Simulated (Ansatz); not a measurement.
```yaml
crystal:
  periodic: [false, false, false]
  atoms:
    - {symbol: Ga, position_ang: [0.000000, 0.000000, -1.775400]}
    - {symbol: N, position_ang: [0.000000, 0.000000, 0.084297]}
    - {symbol: Si, position_ang: [0.000000, 0.000000, 1.691103]}
basis:
  gaussian: {orbitals: def2-TZVP}
hamiltonian: {xc: pbe0}
relax: {f_tol: 0.004, max_steps: 80}
```

```sh
$ ansatz run in.yaml --threads 1 --pin off --events-out ev --progress --plain --max-ram 2176MiB
```

Steps of the relaxation (energy above the last step; positions in Å, forces in eV/Å):

```
3
step 1, 30.2 meV
Ga    0.000    0.000   -1.775    0.000    0.000   -0.352
N     0.000    0.000    0.084    0.000    0.000    1.899
Si    0.000    0.000    1.691    0.000    0.000   -1.546
```

```
3
step 2, 6.5 meV
Ga    0.000    0.000   -1.776    0.000    0.000   -0.180
N     0.000    0.000    0.094    0.000    0.000    0.911
Si    0.000    0.000    1.682    0.000    0.000   -0.731
```

```
3
step 3, 0.0 meV
Ga    0.000    0.000   -1.778    0.000    0.000   -0.008
N     0.000    0.000    0.103    0.000    0.000   -0.040
Si    0.000    0.000    1.675    0.000    0.000    0.049
```

```
3
step 5, 0.0 meV
Ga    0.000    0.000   -1.778    0.000    0.000    0.000
N     0.000    0.000    0.102    0.000    0.000    0.000
Si    0.000    0.000    1.676    0.000    0.000    0.000
```

Close pairs at the end: N2–Si3 1.573 Å, Ga1–N2 1.881 Å.

A stationary point of restricted PBE0 after 5 steps (its stability towards spin polarisation wasn't tested); no frequencies were run, so it isn't proven a minimum. 10 s on 1 thread of Intel Xeon 6975P-C, shared host.
